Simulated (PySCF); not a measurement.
Species: `CCO[C@H]1CO1`. The columns A, B, C and D hold Mulliken, IAO, Hirshfeld and ESP-fitted charges (e) of one PBE0/pcSseg-1 density (PySCF), in a shuffled order. Coordinates in Å (GFN2-xTB); the density's dipole moment is (-0.06, -0.59, -1.15) D.

| atom | x | y | z | A | B | C | D |
| --- | --- | --- | --- | --- | --- | --- | --- |
| C1 | -1.857 | 0.523 | 0.278 | -0.298 | -0.438 | -0.155 | -0.127 |
| C2 | -1.004 | 0.479 | -0.983 | -0.003 | -0.048 | +0.380 | +0.010 |
| O3 | 0.349 | 0.856 | -0.750 | -0.484 | -0.380 | -0.401 | -0.137 |
| C4 | 1.097 | -0.089 | -0.102 | +0.240 | +0.241 | +0.096 | +0.084 |
| C5 | 2.254 | 0.342 | 0.678 | +0.020 | -0.095 | -0.172 | -0.024 |
| O6 | 1.085 | -0.138 | 1.290 | -0.416 | -0.415 | -0.255 | -0.165 |
| H7 | -1.454 | -0.151 | 1.030 | +0.136 | +0.154 | +0.050 | +0.038 |
| H8 | -2.875 | 0.226 | 0.041 | +0.111 | +0.144 | +0.021 | +0.046 |
| H9 | -1.864 | 1.530 | 0.686 | +0.121 | +0.149 | +0.059 | +0.043 |
| H10 | -1.364 | 1.198 | -1.721 | +0.122 | +0.152 | -0.015 | +0.047 |
| H11 | -1.027 | -0.529 | -1.424 | +0.096 | +0.117 | -0.039 | +0.035 |
| H12 | 1.108 | -1.070 | -0.587 | +0.105 | +0.121 | +0.130 | +0.044 |
| H13 | 3.122 | -0.302 | 0.753 | +0.122 | +0.144 | +0.129 | +0.052 |
| H14 | 2.430 | 1.404 | 0.789 | +0.130 | +0.154 | +0.173 | +0.054 |

Q: Which column most likely holds the ESP-fitted charges?

A: C. Σ q r misses the density's dipole by 0.02 D (C), 0.45 D (D), 0.52 D (A), 0.92 D (B). Charges fitted to the outside potential are the only set here that is tied to the molecule's multipoles.

Q: And the Hirshfeld charges?

A: D. The mean sizes are 0.065 e (D), 0.148 e (C), 0.172 e (A), 0.197 e (B), and Hirshfeld charges are commonly the smallest of these schemes.

As computed, A = Mulliken, B = IAO, C = ESP-fitted, D = Hirshfeld. Hydrogens on carbon: Mulliken +0.10 to +0.14, IAO +0.12 to +0.15, ESP-fitted -0.04 to +0.17, Hirshfeld +0.04 to +0.05 e.

The Mulliken scheme counts on each atom the diagonal of the density matrix times the overlap matrix over that atom's basis functions. The IAO scheme projects the occupied orbitals on a minimal set of polarised atomic orbitals and counts the electrons in each atom's part of it.

Isolated species at its GFN2-xTB geometry (one conformer only).

Shape of the structure used: `[CH3:1][CH2:2][O:3][C@H:4]1[CH2:5][O:6]1`: C1–C2–O3–C4 74°, C2–O3–C4–C5 -154°.
